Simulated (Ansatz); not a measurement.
Question: Name a neutral molecule of Al, C, O and H with HOMO energy (ωB97M-V/def2-TZVPP) between -10.25 and -9.95 eV and LUMO energy (ωB97M-V/def2-TZVPP) between 0.90 and 1.20 eV (Ansatz, PBE0-D4/def2-TZVP geometry).

Answer: `[CH3][AlH][OH]` (-10.21 eV, 1.11 eV). Other molecules can fit too; these were computed, each in one conformer that needn't be the lowest.
